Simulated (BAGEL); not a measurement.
**HCN (hydrogen cyanide) at 5 levels**

Wanted: a comparison of 5 runs (HF/3-21G, HF/def2-SVP, HF/pcseg-2, B3LYP/6-31G*) of HCN (hydrogen cyanide). 

The results are computed with BAGEL 1.2.2.

3 further runs of the same task are left out: 2 that didn't finish, 1 set aside as unsound or not needed.

## (1) The structure to begin with

HCN: 3 atoms, total charge 0, spin state singlet. As SMILES, `C#N`. The coordinates come from a PBE0-D4/def2-TZVP relaxation.

Bond lengths: C1–N2 1.146 Å, C1–H3 1.069 Å. Angles: N2–C1–H3 180.0°.

## (2) The energy at HF/3-21G (run 1)

Contents of input.json:

```json
{ "bagel" : [

{
  "title" : "molecule",
  "basis" : "3-21g",
  "df_basis" : "qzvpp-jkfit",
  "geometry" : [
    { "atom" : "C", "xyz" : [    -0.01058247,    -0.04610932,    -0.01058247 ] },
    { "atom" : "N", "xyz" : [     0.47621098,     2.00499942,     0.48225811 ] },
    { "atom" : "H", "xyz" : [    -0.46562852,    -1.95889010,    -0.47148667 ] }
  ]
},

{
  "title" : "hf",
  "df" : false
},

{
  "title" : "print",
  "file" : "orbitals.molden",
  "orbitals" : true
}

]}
```

The run is started by

```
$ BAGEL_NUM_THREADS=1 BAGEL input.json > input.out
```

What it wrote:

```text
* using 1 threads per process

  ===============================================================
  ===============================================================

  *** Geometry ***

  { "atom" : "C", "xyz" : [     -0.010582,     -0.046109,     -0.010582 ] },
  { "atom" : "N", "xyz" : [      0.476211,      2.004999,      0.482258 ] },
  { "atom" : "H", "xyz" : [     -0.465629,     -1.958890,     -0.471487 ] },

  Number of auxiliary basis functions:      170

  Since a DF basis is specified, we compute 2- and 3-index integrals:
    o Being stored without compression. Storage requirement is 0.001 GB

  Number of basis functions:       20
  Number of electrons      :       14

    * METHOD: MOLECULE                             0.03

  *** RHF ***

  === Nuclear Repulsion ===
    24.0441685384

      * DIIS with orbital gradients will be used.

  === RHF iteration (3-21g) ===
      0        -89.06852301          0.06892752           0.00
      1        -91.85886149          0.12197690           0.00
      2        -92.22113449          0.05436471           0.00
      3        -92.33677414          0.01913434           0.00
      4        -92.35303228          0.00257893           0.00
      5        -92.35359402          0.00077029           0.00
      6        -92.35363165          0.00008031           0.00
      7        -92.35363224          0.00001223           0.00
      8        -92.35363224          0.00000105           0.00
      9        -92.35363224          0.00000016           0.00
     10        -92.35363224          0.00000005           0.00
     11        -92.35363224          0.00000001           0.00
     12        -92.35363224          0.00000001           0.00
    * SCF iteration converged.

    * Permanent dipole moment:
           (    0.271960,     1.144471,     0.275403) a.u.

    * METHOD: HF                                   0.10

    * METHOD: PRINT                                0.00

  ===============================================================
```

Wall time 0.44 s (1 thread of Intel Xeon Platinum 8259CL at 2.50GHz (Skylake/Cascade Lake), shared host).

## (3) A single-point energy at HF/def2-SVP (run 2)

Contents of job.json:

```json
{ "bagel": [

{
  "title": "molecule",
  "basis": "svp",
  "df_basis": "qzvpp-jkfit",
  "angstrom": false,
  "geometry": [
    { "atom": "C", "xyz": [    -0.01058247,    -0.04610932,    -0.01058247 ] },
    { "atom": "N", "xyz": [     0.47621098,     2.00499942,     0.48225811 ] },
    { "atom": "H", "xyz": [    -0.46562852,    -1.95889010,    -0.47148667 ] }
  ]
},

{ "title": "hf", "df": false },

{ "title": "print", "file": "orbitals.molden", "orbitals": true }

]}
```

The run is started by

```
$ BAGEL_NUM_THREADS=1 BAGEL job.json > job.out
```

What it wrote:

```text
* using 1 threads per process

  ===============================================================
  ===============================================================

  *** Geometry ***

  { "atom" : "C", "xyz" : [     -0.010582,     -0.046109,     -0.010582 ] },
  { "atom" : "N", "xyz" : [      0.476211,      2.004999,      0.482258 ] },
  { "atom" : "H", "xyz" : [     -0.465629,     -1.958890,     -0.471487 ] },

  Number of auxiliary basis functions:      170

  Since a DF basis is specified, we compute 2- and 3-index integrals:
    o Being stored without compression. Storage requirement is 0.001 GB

  Number of basis functions:       33
  Number of electrons      :       14

    * METHOD: MOLECULE                             0.03

  *** RHF ***

  === Nuclear Repulsion ===
    24.0441685384

      * DIIS with orbital gradients will be used.

  === RHF iteration (svp) ===
      0        -86.61993482          0.09326444           0.02
      1        -91.27874696          0.12398819           0.02
      2        -92.61688832          0.04429206           0.02
      3        -92.73717136          0.02772438           0.02
      4        -92.79397911          0.00859790           0.02
      5        -92.80049031          0.00117153           0.02
      6        -92.80072700          0.00043762           0.02
      7        -92.80079219          0.00019798           0.03
      8        -92.80080826          0.00005962           0.03
      9        -92.80080921          0.00000998           0.03
     10        -92.80080923          0.00000279           0.03
     11        -92.80080923          0.00000049           0.03
     12        -92.80080923          0.00000017           0.03
     13        -92.80080923          0.00000003           0.03
     14        -92.80080923          0.00000001           0.03
    * SCF iteration converged.

    * Permanent dipole moment:
           (    0.282709,     1.189980,     0.286276) a.u.

    * METHOD: HF                                   0.48

    * METHOD: PRINT                                0.01

  ===============================================================
```

Run time: 0.91 s. Hardware: 1 thread of Intel Xeon Platinum 8259CL at 2.50GHz (Skylake/Cascade Lake), shared host.

Run 3 isn't shown in full; the table further down has it.

## (4) A single-point energy at B3LYP/6-31G(d) (density fitting with qzvpp-jkfit, spherical functions) (run 4)

Contents of input.json:

```json
{ "bagel": [

{
  "title": "molecule",
  "basis": "6-31gs.json",
  "df_basis": "qzvpp-jkfit",
  "geometry": [
    { "atom": "C", "xyz": [ -0.01058247, -0.04610932, -0.01058247 ] },
    { "atom": "N", "xyz": [  0.47621098,  2.00499942,  0.48225811 ] },
    { "atom": "H", "xyz": [ -0.46562852, -1.95889010, -0.47148667 ] }
  ]
},
{ "title": "ks", "xc_func": "b3lyp" },
{ "title": "print", "file": "orbitals.molden", "orbitals": "true" }

]}
```

The basis set 6-31G* is read from a file made from the Basis Set Exchange's data (not shown).

The run is started by

```
$ BAGEL_NUM_THREADS=1 BAGEL input.json > input.out
```

What it wrote:

```text
* using 1 threads per process

  ===============================================================
  ===============================================================

  *** Geometry ***

  { "atom" : "C", "xyz" : [     -0.010582,     -0.046109,     -0.010582 ] },
  { "atom" : "N", "xyz" : [      0.476211,      2.004999,      0.482258 ] },
  { "atom" : "H", "xyz" : [     -0.465629,     -1.958890,     -0.471487 ] },

  Number of auxiliary basis functions:      170

  Since a DF basis is specified, we compute 2- and 3-index integrals:
    o Being stored without compression. Storage requirement is 0.001 GB

  Number of basis functions:       30
  Number of electrons      :       14

    * METHOD: MOLECULE                             0.05

  *** Kohn-Sham DFT ***

    * Removing 3573 points whose weight is below 1.00e-10
    * Grid points: 41145

  === Nuclear Repulsion ===
    24.0441685384

       - DIIS with orbital gradients will be used.

  === KS iteration (b3lyp / 6-31gs.json) ===
      0        -81.09912772          0.20066215           0.10
      1        -81.40855231          0.28714750           0.08
      2        -82.04288021          0.23101351           0.07
      3        -91.41189875          0.15775073           0.07
      4        -93.08233957          0.07364803           0.07
      5        -92.85205380          0.09841787           0.08
      6        -93.04828739          0.08122263           0.08
      7        -93.31351426          0.04486737           0.09
      8        -93.41832637          0.00485261           0.08
      9        -93.41957642          0.00041089           0.08
     10        -93.41958631          0.00001468           0.06
     11        -93.41958633          0.00000514           0.05
     12        -93.41958633          0.00000104           0.05
     13        -93.41958633          0.00000012           0.05
     14        -93.41958633          0.00000001           0.05
     15        -93.41958633          0.00000000           0.05
    * SCF iteration converged.

    * Permanent dipole moment:
           (    0.256659,     1.080307,     0.259898) a.u.

    * METHOD: KS                                   1.32

    * METHOD: PRINT                                0.00

  ===============================================================
```

Run time: 1.8 s. Hardware: 1 thread of Intel Xeon Platinum 8259CL at 2.50GHz (Skylake/Cascade Lake), shared host.

## (5) Energy and gradient at B3LYP/6-31G(d) (density fitting with qzvpp-jkfit, Cartesian functions) (run 5)

Contents of input.json:

```json
{ "bagel" : [

{
  "title" : "molecule",
  "basis" : "6-31gs.json",
  "df_basis" : "qzvpp-jkfit",
  "angstrom" : true,
  "cartesian" : true,
  "geometry" : [
    { "atom" : "C", "xyz" : [      -0.005600,      -0.024400,      -0.005600 ] },
    { "atom" : "N", "xyz" : [       0.252000,       1.061000,       0.255200 ] },
    { "atom" : "H", "xyz" : [      -0.246400,      -1.036600,      -0.249500 ] }
  ]
},

{
  "title" : "force",
  "method" : [
    { "title" : "ks", "xc_func" : "b3lyp" }
  ]
}

]}
```

The basis set 6-31G* is read from a file made from the Basis Set Exchange's data (not shown).

The run is started by

```
$ BAGEL_NUM_THREADS=1 BAGEL input.json > input.out
```

What it wrote:

```text
* using 1 threads per process

  ===============================================================
  ===============================================================

  Cartesian basis functions are used
  *** Geometry ***

  { "atom" : "C", "xyz" : [     -0.010582,     -0.046109,     -0.010582 ] },
  { "atom" : "N", "xyz" : [      0.476211,      2.004999,      0.482258 ] },
  { "atom" : "H", "xyz" : [     -0.465629,     -1.958890,     -0.471487 ] },

  Number of auxiliary basis functions:      202

  Since a DF basis is specified, we compute 2- and 3-index integrals:
    o Being stored without compression. Storage requirement is 0.002 GB

  Number of basis functions:       32
  Number of electrons      :       14

    * METHOD: MOLECULE                             0.04

  The gradients will be computed analytically.

  *** Kohn-Sham DFT ***

    * Removing 3573 points whose weight is below 1.00e-10
    * Grid points: 41145

  === Nuclear Repulsion ===
    24.0441685740

       - DIIS with orbital gradients will be used.

  === KS iteration (b3lyp / 6-31gs.json) ===
      0        -79.92186432          0.21611081           0.06
      1        -81.25443944          0.25105801           0.05
      2        -81.67018334          0.22967893           0.05
      3        -92.17334754          0.12726733           0.05
      4        -93.38023577          0.02350431           0.05
      5        -93.35900584          0.03168125           0.05
      6        -93.37234620          0.02839680           0.06
      7        -93.39051140          0.02271423           0.05
      8        -93.42221842          0.00123016           0.05
      9        -93.42230644          0.00007413           0.06
     10        -93.42230680          0.00002456           0.05
     11        -93.42230684          0.00000201           0.05
     12        -93.42230684          0.00000022           0.05
     13        -93.42230684          0.00000004           0.05
     14        -93.42230684          0.00000000           0.05
    * SCF iteration converged.

    * Permanent dipole moment:
           (    0.256952,     1.081539,     0.260195) a.u.

  * Nuclear energy gradient

    o Atom   0
        x          0.0063413905
        y          0.0265721020
        z          0.0064268531
    o Atom   1
        x         -0.0065753436
        y         -0.0276310002
        z         -0.0066603900
    o Atom   2
        x          0.0002334931
        y          0.0010577126
        z          0.0002330660
  * Gradient computed with                              0.63

    * METHOD: FORCE                                1.55

  ===============================================================
```

Run time: 1.9 s. Hardware: 1 thread of Intel Xeon Platinum 8259CL at 2.50GHz (Skylake/Cascade Lake), shared host.

## (6) Overview of the runs

```csv
run,level,integral approximation,Cartesian functions,energy (Eh),dipole moment (D),HOMO energy (eV),LUMO energy (eV),wall time
1,HF/3-21G,none,no,-92.353632,3.07,-13.51,5.73,0.44 s
2,HF/def2-SVP,none,no,-92.800809,3.19,-13.60,4.78,0.91 s
3,HF/pcseg-2,none,no,-92.906772,3.30,-13.59,2.56,6.6 s
4,"B3LYP/6-31G* (density fitting with qzvpp-jkfit, spherical functions)",qzvpp-jkfit,no,-93.419586,2.90,-9.83,0.68,1.8 s
5,"B3LYP/6-31G* (density fitting with qzvpp-jkfit, Cartesian functions)",qzvpp-jkfit,yes,-93.422307,2.90,–,–,1.9 s
```

## (7) Summary of results

| quantity | value |
| --- | --- |
| run 5: total energy | -93.42231 Eh |
| run 5: dipole moment | 2.90 D |
| run 5: largest force on an atom | 1.500 eV/Å |

The dipole moment (its size) runs from 2.90 D (B3LYP/6-31G*) to 3.30 D (HF/pcseg-2). The two ends differ in method and basis. Over runs 1, 2, 3, 4 the HOMO–LUMO gap runs from 10.51 eV (B3LYP/6-31G*) to 19.25 eV (HF/3-21G). All runs together took 12 s, the longest 6.6 s.
